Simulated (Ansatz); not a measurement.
Hydrogen abstraction

Start structure (Si₂H₆F, doublet), relaxed at PBE0-D4/def2-TZVP:

```
9
angstrom
H 0.7708 -1.7342 0.6167
Si 0.1740 -1.8646 -0.7327
F -0.4004 -0.4330 -1.1680
Si -0.0752 1.9831 1.0271
H -0.9519 -2.8274 -0.7183
H 1.1984 -2.2700 -1.7232
H -1.5263 1.8040 0.7687
H 0.1543 2.9546 2.1299
H 0.6564 2.3877 -0.1999
```

The step: SiH₃F ([F][SiH3]) + SiH₃ → SiH₂F ([F][SiH2]) + SiH₄; bonds formed: H1–Si4; bonds broken: H1–Si2. Ansatz 0.2.0; basis: def2-TZVPP and def2-QZVPP; cores frozen in the correlated methods; orbitals are unrestricted. Extrapolation: Hartree–Fock as exp(−7.88 √X), correlation as X^−2.97. Energies below are by CCSD(T) at an estimated basis limit (MP2 extrapolated from triple and quadruple zeta, plus CCSD(T) − MP2 in triple zeta).

What are the electronic barrier and the energy of the step, from the start structure to the end structure? (Judge from chemistry; the value comes from the calculation.)

By the calculation: Barrier 0.588 eV; step energy 0.111 eV (uphill); reverse barrier, their difference, 0.477 eV. Barrier and step energy count from the start structure, the reverse barrier from the end structure.

The saddle point: One imaginary mode of 1001i cm⁻¹.
```csv
pair,start (Å),saddle (Å),end (Å)
H1–Si4,3.83,1.77,1.49
H1–Si2,1.48,1.76,3.41
```

Zero-point energy (harmonic, PBE0-D4): ZPE is 1.339 eV at the start and 1.239 eV at the saddle, so the barrier goes from 0.588 to 0.487 eV.

The T1 diagnostic stays at or below 0.015. ⟨S²⟩ of the unrestricted Hartree–Fock references: 0.75 to 0.78 (a pure state has 0.75). The start structure is not quite a true minimum (one mode of 38i cm⁻¹). The end structure is not quite a true minimum (one mode of 43i cm⁻¹).

Radical steps of this kind take place in plasma deposition and etching.

Labels in which every atom is bracketed show which atoms are joined, not bond orders.

For scale, one of the runs: CCSD(T)/def2-TZVPP, 199 basis functions, launched by `ansatz run in.yaml --threads 4 --pin off --events-out ev --progress --plain --max-ram 9574MiB`. The run took 2.2 min on 4 CPU threads of an Arm Neoverse V1 (shared host), with 5.7 GiB of host memory at its peak.
